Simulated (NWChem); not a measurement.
System: F anion

Input file for NWChem:

```
start job
memory heap 200 mb stack 900 mb global 1100 mb
charge -1
geometry units angstroms noautosym nocenter noautoz
  F      0.000000     0.000000     0.000000
end
basis spherical
  F library def2-svpd
end
dft
  xc pbe0
  iterations 150
end
cosmo
  dielec 4.8
end
task dft energy
```

NWChem printed, in part:

```
             Northwest Computational Chemistry Package (NWChem) 7.3.0
             --------------------------------------------------------

                             Geometry "geometry" -> ""
                             -------------------------

 Output coordinates in angstroms (scale by  1.889725989 to convert to a.u.)

  No.       Tag          Charge          X              Y              Z
 ---- ---------------- ---------- -------------- -------------- --------------
    1 F                    9.0000     0.00000000     0.00000000     0.00000000

 Effective nuclear repulsion energy (a.u.)       0.0000000000

                                 NWChem DFT Module
                                 -----------------

 Summary of "ao basis" -> "ao basis" (spherical)
 ------------------------------------------------------------------------------
       Tag                 Description            Shells   Functions and Types
 ---------------- ------------------------------  ------  ---------------------
 F                         def2-svpd                 9       23   4s3p2d

 in cosmo_initialize ...

 solvent parameters
 solvname_short: unkn
 solvname_long:  unknown
 dielec:        4.8000

          ---------------
          -cosmo- solvent
          ---------------
 Cosmo: York-Karplus, doi: 10.1021/jp992097l
 dielectric constant -eps-     =   4.80
 screen = (eps-1)/(eps    )    =   0.79167
 surface charge correction     = lagrangian

   van der Waals surface
 --------------------------

 ---------- ATOMIC COORDINATES (A.U.) ------------ VDWR(ANG.) --
     1    0.00000000    0.00000000    0.00000000     1.720
 number of segments per atom =         32
 number of   points per atom =         32
 atom (   nspa,  nppa )
 ----------------------
    1 (     32,     0 )       0
 number of -cosmo- surface points =       32
 molecular surface =     37.176 angstrom**2
 molecular volume  =     21.314 angstrom**3
 G(cav/disp)       =      1.046 kcal/mol
 -lineq- algorithm             =   0
 -bem- low  level              =   2
 -bem- from -octahedral-
 gaussian surface charge width =   4.50000
 degree of switching           =   1.00000
 switching function tolerance  =   0.00010
 atomic radii =
 --------------
    1  9.000  1.720
 ...... end of -cosmo- initialization ......

[...]

                                   COSMO solvation results
                                   -----------------------

                 gas phase energy =       -99.683121020660
                 sol phase energy =       -99.796480705428
 (electrostatic) solvation energy =         0.113359684768 (   71.13 kcal/mol)

                       DFT Final Molecular Orbital Analysis
                       ------------------------------------

 Vector    3  Occ=2.000000D+00  E=-2.350460D-01
              MO Center=  1.8D-16, -2.3D-16,  1.6D-16, r^2= 6.5D-01
   Bfn.  Coefficient  Atom+Function         Bfn.  Coefficient  Atom+Function
  ----- ------------  ---------------      ----- ------------  ---------------
     6      0.524762  1 F  py                 9     -0.355194  1 F  py
     5     -0.350832  1 F  px                 8      0.237467  1 F  px
    12     -0.150218  1 F  py                11      0.100429  1 F  px
     7     -0.057198  1 F  pz                10      0.038715  1 F  pz

 Vector    4  Occ=2.000000D+00  E=-2.350460D-01
              MO Center= -3.6D-16, -4.4D-16,  2.9D-16, r^2= 6.5D-01
   Bfn.  Coefficient  Atom+Function         Bfn.  Coefficient  Atom+Function
  ----- ------------  ---------------      ----- ------------  ---------------
     5      0.518547  1 F  px                 8     -0.350987  1 F  px
     6      0.329757  1 F  py                 9     -0.223201  1 F  py
     7     -0.155241  1 F  pz                11     -0.148439  1 F  px
    10      0.105077  1 F  pz                12     -0.094396  1 F  py
    13      0.044439  1 F  pz

 Vector    5  Occ=2.000000D+00  E=-2.350460D-01
              MO Center= -5.0D-17,  6.1D-17,  4.2D-17, r^2= 6.5D-01
   Bfn.  Coefficient  Atom+Function         Bfn.  Coefficient  Atom+Function
  ----- ------------  ---------------      ----- ------------  ---------------
     7      0.611849  1 F  pz                10     -0.414140  1 F  pz
    13     -0.175147  1 F  pz                 6      0.132724  1 F  py
     5      0.098771  1 F  px                 9     -0.089836  1 F  py
     8     -0.066854  1 F  px                12     -0.037993  1 F  py
    11     -0.028274  1 F  px

 Vector    6  Occ=0.000000D+00  E= 1.868884D-01
              MO Center=  5.3D-15, -6.5D-15,  3.7D-15, r^2= 3.3D+00
   Bfn.  Coefficient  Atom+Function         Bfn.  Coefficient  Atom+Function
  ----- ------------  ---------------      ----- ------------  ---------------
     4      1.499813  1 F  s                  3     -0.923965  1 F  s
     2     -0.106481  1 F  s                  1     -0.091328  1 F  s

 Vector    7  Occ=0.000000D+00  E= 2.155796D-01
              MO Center= -5.2D-15, -4.6D-16, -3.8D-15, r^2= 4.6D+00
   Bfn.  Coefficient  Atom+Function         Bfn.  Coefficient  Atom+Function
  ----- ------------  ---------------      ----- ------------  ---------------
    11      0.864898  1 F  px                13      0.684250  1 F  pz
     8     -0.302762  1 F  px                10     -0.239525  1 F  pz
     5      0.201462  1 F  px                 7      0.159383  1 F  pz
    12      0.120957  1 F  py                 9     -0.042342  1 F  py
     6      0.028175  1 F  py

[...]
```

Level: PBE0/def2-SVPD, COSMO on the gas-phase geometry. COSMO prints the solvation energy as gas minus solution, so a positive value is a stabilisation.
